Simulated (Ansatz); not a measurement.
The first iterations of a band of C$_{2}$H$_{2}$O$_{2}$ (6 atoms, charge 0, multiplicity 1).

The calculation used Ansatz, UKS LDA/def2-SVP.

```yaml
movable_images: 5
climbing_image: yes
spring: 5.0 eV/Å²
optimiser: quadratic models (default)
start_path: through a guess of the saddle point
force_threshold: 0.05 eV/Å
iteration_limit: 60
end_points: relaxed
```

Image 0:

```xyz
6
Properties=species:S:1:pos:R:3
O 1.145 -0.320 -1.270
C 0.529 0.312 -0.449
C -0.515 -0.333 0.434
O -1.131 0.298 1.254
H 0.664 1.422 -0.258
H -0.650 -1.443 0.242
```

Image 6:

```xyz
6
Properties=species:S:1:pos:R:3
O 1.219 0.510 -0.501
C -0.057 0.364 -0.496
C -0.656 -0.432 0.535
O -1.153 -0.055 1.581
H 1.487 1.047 -1.285
H -0.797 -1.498 0.119
```

| iteration | highest image above the first end (eV) | largest band force component (eV/Å) |
| --- | --- | --- |
| 1 | 4.409 | 13.555 |
| 2 | 3.523 | 2.057 |
| 3 | 3.227 | 3.003 |
| 4 | 3.109 | 1.479 |
| 5 | 3.110 | 0.858 |

Problem. Does the band converge within its limit, and where does its top end?

Solution. The forces met the threshold. It ended after 16 iterations with the highest image 3.429 eV above the first end. Neighbouring images differ by up to 1.5 eV, so the band resolves the path poorly. A vibrational analysis at the climbing image gives one clearly imaginary mode, 1706i cm⁻¹: a first-order saddle point. The orbitals stay closed-shell, which can raise the energy where a bond breaks towards radicals; this wasn't checked here.

The run took 77 s on 2 threads of Arm Neoverse V1, with other jobs on the host, peak memory 0.13 GiB.
